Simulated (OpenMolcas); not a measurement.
# One shape, several levels: Si2NH7 (SMILES [SiH3]N[SiH3])

Wanted: a comparison of 6 runs (M06-L/6-31G*, PBE/6-31G*, r2SCAN/6-31G*, revPBE/6-31G*, MP2/6-31G*, CCSD(T)/6-31G*) of Si2NH7. 

The results are computed with OpenMolcas 26.06.

1 further run of the same task is left out (set aside as unsound or not needed).

### Step 1. The structure to begin with

Si2NH7: 10 atoms, total charge 0, spin state singlet. SMILES: `[SiH3]N[SiH3]`. The Si3–H9 distance was set to 3.275 Å, away from the relaxed value. At this shape a bond of the SMILES string is far longer than usual.

Bond lengths: Si1–N2 1.726 Å, N2–Si3 1.726 Å, Si1–H4 1.484 Å, Si1–H5 1.490 Å, Si1–H6 1.488 Å, N2–H7 1.011 Å, Si3–H8 1.484 Å, Si3–H10 1.490 Å. Some angles: Si1–N2–Si3 128.9°, Si1–N2–H7 115.5°, Si3–N2–H7 115.5°, N2–Si1–H4 107.4°, N2–Si1–H5 112.6°, N2–Si1–H6 110.9°, N2–Si3–H8 107.4°, N2–Si3–H10 112.6°, H4–Si1–H5 109.0°, H4–Si1–H6 109.8°.

### Step 2. A single-point energy at M06-L/6-31G(d) (spherical functions) (run 1)

Input file calc.inp:

```
&GATEWAY
 BasLib
 $CurrDir
 Coord
 10
 angstrom
 Si      -0.924489       1.127710      -2.623546
 N        0.238301       0.869730      -1.374886
 Si       1.114141      -0.565940      -0.988166
 H       -1.255299      -0.197940      -3.201796
 H       -0.413969       2.014680      -3.706146
 H       -2.155969       1.762880      -2.079996
 H        0.480301       1.686610      -0.830616
 H        0.521401      -1.672970      -1.778296
 H        0.897240      -1.243020       2.208320
 H        2.563141      -0.457860      -1.316876
 Basis
 6-31Gs
 Group
 NoSym

&SEWARD
 GridInput
 Grid=UltraFine
 End of Grid

&SCF
 KSDFT
 M06L
 Thresholds
 1e-10 1e-07 1e-07 1e-05
 PrOrbitals
 0
```

The basis set 6-31G* is read from a file made from the Basis Set Exchange's data (not shown).

Run with:

```sh
export MOLCAS_MEM=1860
pymolcas calc.inp > calc.log
```

The log of the run:

```text
--- Start Module: gateway ---
[...]
--- Stop Module: gateway /rc=_RC_ALL_IS_WELL_ ---
--- Start Module: seward ---
[...]
      Basis functions           64
--- Stop Module: seward /rc=_RC_ALL_IS_WELL_ ---
[...]
--- Start Module: scf ---
[...]
       Convergence after  18 Iterations
[...]
::    Total KS-DFT energy                            -637.7672064503
[...]
      Total spin, S                                     0.0000000000
[...]
      Total electronic charge=   42.000000
      Total            charge=   -0.000000
[...]
      Dipole Moment (debye):
      Origin of the operator (angstrom)=    0.1206    0.3870   -1.7022
                   X=  4.7496E-02               Y=  1.9840E+00               Z= -2.7793E+00           Total=  3.4151E+00
      Quadrupole Moment (debye*angstrom):
[...]
--- Stop Module: scf /rc=_RC_ALL_IS_WELL_ ---
[...]
```

It took 37 s on 1 thread of Arm Neoverse V1, shared host; peak memory 0.4 GiB.

### Step 3. A single-point energy at PBE/6-31G(d) (spherical functions) (run 2)

Input file calc.inp:

```
&GATEWAY
BasLib=$CurrDir
Coord
10
angstrom
Si      -0.924489       1.127710      -2.623546
N        0.238301       0.869730      -1.374886
Si       1.114141      -0.565940      -0.988166
H       -1.255299      -0.197940      -3.201796
H       -0.413969       2.014680      -3.706146
H       -2.155969       1.762880      -2.079996
H        0.480301       1.686610      -0.830616
H        0.521401      -1.672970      -1.778296
H        0.897240      -1.243020       2.208320
H        2.563141      -0.457860      -1.316876
Basis=6-31Gs
Group=NoSym
&SEWARD
GridInput
Grid=UltraFine
End of Grid
&SCF
KSDFT=PBE
Thresholds=1e-10 1e-07 1e-07 1e-05
PrOrbitals=1 2
```

The basis set 6-31G* is read from a file made from the Basis Set Exchange's data (not shown).

Run with:

```sh
export MOLCAS_MEM=1860
pymolcas calc.inp > calc.log
```

The log of the run:

```text
--- Start Module: gateway ---
[...]
--- Stop Module: gateway /rc=_RC_ALL_IS_WELL_ ---
--- Start Module: seward ---
[...]
      Basis functions           64
--- Stop Module: seward /rc=_RC_ALL_IS_WELL_ ---
[...]
--- Start Module: scf ---
[...]
       Convergence after  23 Iterations
[...]
::    Total KS-DFT energy                            -637.3899650833
[...]
      Total spin, S                                     0.0000000000
[...]
      Total electronic charge=   42.000000
      Total            charge=   -0.000000
[...]
      Dipole Moment (debye):
      Origin of the operator (angstrom)=    0.1206    0.3870   -1.7022
                   X= -1.8067E-02               Y=  1.8645E+00               Z= -2.5153E+00           Total=  3.1310E+00
      Quadrupole Moment (debye*angstrom):
[...]
--- Stop Module: scf /rc=_RC_ALL_IS_WELL_ ---
[...]
```

Run time: 32 s. Hardware: 1 thread of Arm Neoverse V1, shared host; peak memory 0.4 GiB.

Runs 3 to 4 aren't shown in full; the table further down has their settings and results.

### Step 4. A single-point energy at MP2/6-31G(d) (spherical functions) (run 5)

Input file calc.inp:

```
>>> EXPORT MOLCAS_PRINT=2
&GATEWAY
BASLIB=$CurrDir
COORD
10
bohr
Si    -1.74703102     2.13106305    -4.95778342
N      0.45032363     1.64355150    -2.59815799
Si     2.10542135    -1.06947160    -1.86736311
H     -2.37217131    -0.37405239    -6.05051755
H     -0.78228803     3.80719343    -7.00360092
H     -4.07419094     3.33136039    -3.93062278
H      0.90763735     3.18723098    -1.56963675
H      0.98530509    -3.16145511    -3.36049241
H      1.69553787    -2.34896737     4.17312000
H      4.84363451    -0.86523000    -2.48853498
BASIS=6-31Gs
GROUP=NoSym
&SEWARD
&SCF
THRESHOLDS=1e-10 1e-07 1e-07 1e-05
PRORBITALS=0
&MBPT2
FROZEN=11
```

The basis set 6-31G* is read from a file made from the Basis Set Exchange's data (not shown).

Run with:

```sh
export MOLCAS_MEM=1860
pymolcas calc.inp > calc.log
```

The log of the run:

```text
--- Start Module: gateway ---
[...]
--- Stop Module: gateway /rc=_RC_ALL_IS_WELL_ ---
[...]
      Basis functions           64
[...]
--- Start Module: scf ---
[...]
       Convergence after  14 Iterations
[...]
::    Total SCF energy                               -636.1887751676
[...]
      Total spin, S                                     0.0000000000
[...]
      Total electronic charge=   42.000000
      Total            charge=   -0.000000
[...]
      Dipole Moment (debye):
      Origin of the operator (angstrom)=    0.1206    0.3870   -1.7022
                   X=  1.8406E-01               Y=  1.9542E+00               Z= -3.5509E+00           Total=  4.0573E+00
      Quadrupole Moment (debye*angstrom):
[...]
--- Stop Module: scf /rc=_RC_ALL_IS_WELL_ ---
[...]
--- Start Module: mbpt2 ---
[...]
WARNING!
Default frozen orbitals as non valence orbitals is overwritten by user input.
Default values:   5
[...]
       Reference weight ( Cref**2 )         =        0.84948
::    Total MBPT2 energy                             -636.5361751821
[...]
      Total MBPT2 calculations                           0.12      0.12
--- Stop Module: mbpt2 /rc=_RC_ALL_IS_WELL_ ---
[...]
```

Wall time 3.6 s (1 thread of Arm Neoverse V1, shared host); peak memory 0.4 GiB.

### Step 5. A single-point energy at CCSD(T)/6-31G(d) (spherical functions) (run 6)

Input file run.inp:

```
&GATEWAY
  BasLib
  $CurrDir
  Coord
  10
  bohr
  Si    -1.74703102     2.13106305    -4.95778342
  N      0.45032363     1.64355150    -2.59815799
  Si     2.10542135    -1.06947160    -1.86736311
  H     -2.37217131    -0.37405239    -6.05051755
  H     -0.78228803     3.80719343    -7.00360092
  H     -4.07419094     3.33136039    -3.93062278
  H      0.90763735     3.18723098    -1.56963675
  H      0.98530509    -3.16145511    -3.36049241
  H      1.69553787    -2.34896737     4.17312000
  H      4.84363451    -0.86523000    -2.48853498
  Basis
  6-31Gs
  Group
  NoSym

&SEWARD

&SCF
  Thresholds
  1e-10 1e-07 1e-07 1e-05
  PrOrbitals
  1 1

&RASSCF
  FileOrb
  $Project.ScfOrb
  Spin
  1
  Nactel
  0 0 0
  Inactive
  21
  Ras2
  0
  OutOrbitals
  Canonical
  OrbListing
  NoCore

&MOTRA
  JobIph
  Frozen
  11

&CCSDT
  CCT
  Triples
  2
  Iterations
  80
  Accuracy
  1e-08
  Extrapolation
  5 4
```

The basis set 6-31G* is read from a file made from the Basis Set Exchange's data (not shown).

Run with:

```sh
export MOLCAS_MEM=1860
pymolcas run.inp > run.log
```

The log of the run:

```text
--- Start Module: gateway ---
[...]
--- Stop Module: gateway /rc=_RC_ALL_IS_WELL_ ---
[...]
      Basis functions           64
[...]
       Convergence after  14 Iterations
[...]
::    Total SCF energy                               -636.1887751676
[...]
      Total spin, S                                     0.0000000000
[...]
      Number of active orbitals                  0
[...]
      Spin quantum number                      0.0
[...]
      Active orbitals                            0
[...]
      Number of CSFs                             1
[...]
      Number of root(s) required                 1
[...]
      Convergence after  4 iterations
[...]
      Natural orbitals and occupation numbers for root  1
      ************************************************************************************************************************
      *                                                    Final results                                                     *
      ************************************************************************************************************************
[...]
::    RASSCF root number  1 Total energy:   -636.18877517
[...]
      Total electronic charge=   42.000000
      Total            charge=   -0.000000
[...]
      Dipole Moment (debye):
      Origin of the operator (angstrom)=    0.1206    0.3870   -1.7022
                   X=  1.8406E-01               Y=  1.9542E+00               Z= -3.5509E+00           Total=  4.0573E+00
      Quadrupole Moment (debye*angstrom):
[...]
--- Start Module: motra ---
[...]
      *** WARNING: Default frozen orbitals is overwritten by user input.
      *** Default values:   5
[...]
--- Stop Module: motra /rc=_RC_ALL_IS_WELL_ ---
--- Start Module: ccsdt ---
[...]
      Convergence after                    20  Iterations
      Total energy (diff) :    -636.61074782       0.00000001
[...]
 METHOD                       : CCSD+T(CCSD)+<T3(1)WT1> = CCSD(T)
[...]
       CCSD     =      -636.6107478182701
[...]
--- Stop Module: ccsdt /rc=_RC_ALL_IS_WELL_ ---
[...]
```

It took 15 s on 1 thread of Arm Neoverse V1, shared host; peak memory 0.4 GiB.

### Step 6. All runs side by side

```
run                                 level  integration grid  frozen core orbitals  energy (Eh)  dipole moment (D) of the reference  HOMO energy (eV)  LUMO energy (eV)  wall time
  1    M06-L/6-31G* (spherical functions)         UltraFine                     –  -637.767206                                3.42             -5.28             -3.69       37 s
  2      PBE/6-31G* (spherical functions)         UltraFine                     –  -637.389965                                3.13             -5.05             -3.66       32 s
  3   r2SCAN/6-31G* (spherical functions)         UltraFine                     –  -637.680405                                3.27             -5.27             -3.69       41 s
  4   revPBE/6-31G* (spherical functions)         UltraFine                     –  -637.634446                                3.22             -5.04             -3.64       36 s
  5      MP2/6-31G* (spherical functions)                 –                    11  -636.536175                                4.06             -7.47             -0.24      3.6 s
  6  CCSD(T)/6-31G* (spherical functions)                 –                    11  -636.629617                                4.06             -7.47             -0.24       15 s
```

### Step 7. What came out

```
                                           quantity          value
                                run 6: total energy  -636.62962 Eh
          run 6: dipole moment (mean-field density)         4.06 D
         run 6: HOMO energy (Hartree–Fock orbitals)       -7.47 eV
         run 6: LUMO energy (Hartree–Fock orbitals)       -0.24 eV
       run 6: HOMO–LUMO gap (Hartree–Fock orbitals)        7.23 eV
run 6: correlation energy (11 core orbitals frozen)     -440.8 mEh
                              run 6: (T) correction     -18.87 mEh
```

What this shows: Over runs 1, 2, 3, 4 the dipole moment (its size) runs from 3.13 D (PBE/6-31G*) to 3.42 D (M06-L/6-31G*). Over runs 1, 2, 3, 4 the HOMO–LUMO gap runs from 1.39 eV (PBE/6-31G*) to 1.59 eV (M06-L/6-31G*). Totals of different functionals can't be ranked against each other. In runs 1, 2, 3, 4, 5, 6 a closed-shell determinant meets a far-stretched bond, which it describes badly. All runs together took 2.8 min, the longest 41 s.
